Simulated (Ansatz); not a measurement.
# C2F2S: basis-set convergence

The task here is to estimate one member of a computed series from the others.

Program: Ansatz 0.2.0, Gaussian basis. Level of theory: one geometry, several basis sets. These are calculated values, not measurements.

Levels to be run: PBE0-D4/def2-SVP; ωB97M-V/def2-SVP; PBE0-D4/def2-QZVPP; ωB97M-V/def2-QZVPP; the functionals' def2-TZVPP values are taken from earlier runs.

## Structure used throughout

The geometry comes from an earlier relaxation with PBE0-D4 in a triple-zeta def2 set; it is a stationary point.

SMILES `FC1=C(F)S1`, 5 atoms, charge 0, spin multiplicity 1.

Atoms are counted from 1 here; the program's logs count them from 0.

Bond lengths: F1–C2 1.291 Å, C2–C3 1.271 Å, C2–S5 1.828 Å, C3–F4 1.291 Å, C3–S5 1.828 Å. Angles: F1–C2–C3 151.9°, F1–C2–S5 138.5°, C3–C2–S5 69.7°, C2–C3–F4 151.9°, C2–C3–S5 69.7°, F4–C3–S5 138.5°, C2–S5–C3 40.7°.

Coordinates:

```xyz
5
charge 0, multiplicity 1
F     0.4386   -0.1440    1.8486
C     0.1838    0.0822    0.6032
C    -0.1900   -0.2962   -0.5508
F    -0.6052   -1.2006   -1.3735
S     0.2228    1.4849   -0.5689
```

The first run:

File in.yaml:

```yaml
crystal:
  periodic: [false, false, false]
  atoms:
    - {symbol: F, position_ang: [0.438569, -0.144014, 1.848647]}
    - {symbol: C, position_ang: [0.183816, 0.082229, 0.603216]}
    - {symbol: C, position_ang: [-0.190029, -0.296196, -0.550806]}
    - {symbol: F, position_ang: [-0.605229, -1.200602, -1.373509]}
    - {symbol: S, position_ang: [0.222773, 1.484884, -0.568948]}
basis:
  gaussian: {orbitals: def2-SVP}
hamiltonian: {xc: pbe0, dispersion: d4}
output: {orbitals: {seedname: orbitals}}
```

Run with:

```bash
$ ansatz run in.yaml --threads 2 --pin off --events-out ev --progress --plain --max-ram 4352MiB
```

Steps of the session up to this table: PBE0-D4 in def2-SVP; ωB97M-V in def2-SVP; PBE0-D4 in def2-QZVPP; ωB97M-V in def2-QZVPP.

One of the session's tables, all rows but one given; the rest of the session is left out.

It belongs to the step «Functionals by basis». 

| functional | basis | HOMO (eV) |
| --- | --- | --- |
| PBE0-D4 | def2-SVP | -5.84 |
| PBE0-D4 | def2-TZVPP | -5.96 |
| PBE0-D4 | def2-QZVPP | -6.02 |
| ωB97M-V | def2-SVP | -8.02 |
| ωB97M-V | def2-TZVPP | ? |
| ωB97M-V | def2-QZVPP | -8.23 |

Estimate the missing values for ωB97M-V, def2-TZVPP.

As computed: HOMO (eV): -8.17. In the column «HOMO (eV)» it lies between ωB97M-V, def2-QZVPP (-8.23) and ωB97M-V, def2-SVP (-8.02).
